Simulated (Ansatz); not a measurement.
**GeN⁺, triplet: reading a ladder of total energies**

Geometry: a PBE0/def2-TZVP stationary point for this spin.

```yaml
atoms:
  - { symbol: Ge, position_ang: [0.0000, 0.0000, 0.0000] }
  - { symbol: N, position_ang: [0.0000, 0.0000, 1.9011] }
```

Basis cc-pVTZ; Ansatz 0.2.0. Correlated methods freeze the noble-gas cores and the filled d shells of p-block atoms, which leaves 8 electrons in 58 orbitals. R marks a restricted (for open shells ROHF) determinant, U an unrestricted one. No spin–orbit coupling is included, and no scalar relativity.

Full CI isn't at hand for all of this; UCCSDT(Q) serves as the reference, and is uncertain by the last step of the cluster series or more.

UCCSD has a T1 diagnostic of 0.026 and a largest doubles amplitude of 0.06.

Runs differ by some tens of microhartree through their thresholds and, for an open shell, their frozen cores, so steps under 0.03 kcal/mol mean nothing.

| level | total energy (hartree) |
| --- | --- |
| UHF | -2129.500238 |
| UMP2 | -2129.683479 |
| UCCSD | -2129.712824 |
| UCCSD(T) | -2129.720870 |
| UCCSDT | -2129.722140 |
| UCCSDT(Q) | -2129.722631 |

Task: What is the correlation energy at UCCSDT(Q), and what share of it do UMP2 and UCCSD recover?

Result: E(corr) = -2129.722631 − (-2129.500238) = -0.222393 hartree = -6.052 eV. UMP2: -0.183241 / -0.222393 = 82.40 %. UCCSD: -0.212586 / -0.222393 = 95.59 %.

Task: By how many kcal/mol does UCCSD(T) miss UCCSDT(Q) (1 hartree = 627.509 kcal/mol), and which steps make up the rest?

Result: -2129.720870 − (-2129.722631) = 0.001761 hartree = 1.11 kcal/mol. Steps: UCCSDT − UCCSD(T) = -0.80, UCCSDT(Q) − UCCSDT = -0.31 kcal/mol. Differences between like states or geometries often cancel part of this.
